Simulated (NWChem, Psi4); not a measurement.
# The same job for Psi4

This NWChem 7.3.0 job computes CH3Cl (chloromethane):

m1.xyz:
```
5
CH3Cl energy
C     -0.120900     0.010000     0.051300
Cl     1.469400    -0.290800    -0.672500
H     -0.284800    -0.715400     0.844700
H     -0.880000    -0.097100    -0.720100
H     -0.133800     1.019700     0.455100
```

m1.nw:
```
start m1
title "CH3Cl energy"
memory 2200 mb
charge 0

geometry units angstroms noautosym nocenter noautoz
 load format xyz m1.xyz
end

basis spherical bse
 C library def2-TZVPP
 Cl library def2-TZVPP
 H library def2-TZVPP
end

scf
 thresh 1e-08
 maxiter 80
 noprint "final vectors analysis"
end

ccsd
 freeze core 6
 maxiter 60
end

task ccsd(t) energy
```

```bash
$ nwchem m1.nw > m1.out
```

The shape is that of a PBE0-D4/def2-TZVP optimisation.

It gives a total energy of -499.560551 Eh.

Q: Translate the job to Psi4 1.11 as a Python script.

A: This input was run:

ch3cl.xyz:
```
5
CH3Cl
C     -0.102716     0.002696     0.076500
Cl     1.490225    -0.290861    -0.644133
H     -0.262339    -0.719883     0.873327
H     -0.860210    -0.113437    -0.695027
H     -0.122879     1.014167     0.475328
```

run.py:
```python
import psi4

psi4.set_memory(3300000000)
psi4.set_num_threads(2)
psi4.core.set_output_file('run.log', False)

with open('ch3cl.xyz') as f:
    atoms = ''.join(f.readlines()[2:])
mol = psi4.geometry('0 1\n' + atoms + 'symmetry c1')

psi4.set_options({
    'reference': 'rhf',
    'scf_type': 'df',
    'num_frozen_docc': 6,
    'cc_type': 'df',
})

result, w = psi4.energy("ccsd(t)/def2-TZVPP", molecule=mol, return_wfn=True)
print(f'total energy {result:.8f} hartree = {result * 27.211386:.5f} eV')
```

```bash
$ python run.py
```

Its energy is -499.561042 Eh, 0.491 mEh from the first.
